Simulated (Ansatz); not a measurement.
Relaxation of CH6BF (9 atoms, charge 0, multiplicity 1), to a largest force component of 0.03 eV/Å in at most 50 steps.

Method: Ansatz, RKS PBE-D4/def2-mTZVP.

```xyz
9
Properties=species:S:1:pos:R:3
B -0.038 -0.387 -0.463
C -0.036 -0.166 2.333
H -0.959 -0.143 2.926
H 0.820 -0.429 2.967
H 0.134 0.821 1.890
H 1.076 0.068 -0.497
H -1.043 0.275 -0.519
F -0.170 -1.712 -0.433
H -0.141 -0.945 1.557
```

**Question.** Where does it end, and by what steps?

**Answer.** The run converged. After 6 steps the energy has fallen by 0.119 eV; H9 moved furthest, 0.59 Å.

```tsv
step	energy less start (eV)	largest force component (eV/Å)	accepted
0	0.0000	0.468	yes
1	-0.0524	0.712	yes
2	-0.0912	0.990	yes
3	-0.1015	0.890	yes
4	-0.1138	0.347	yes
5	-0.1144	0.387	yes
6	-0.1194	0.012	yes
```

```xyz
9
Properties=species:S:1:pos:R:3
B -0.026 -0.347 -0.790
C -0.047 -0.204 2.588
H -0.933 0.028 3.191
H 0.839 -0.247 3.234
H 0.094 0.584 1.837
H 1.090 0.102 -0.765
H -1.030 0.314 -0.775
F -0.158 -1.671 -0.859
H -0.185 -1.176 2.099
```

Whether the end is a true minimum wasn't checked by a vibrational analysis.

Run time: 17 s on 1 thread of Arm Neoverse V1, on a shared host, peak memory 0.13 GiB.
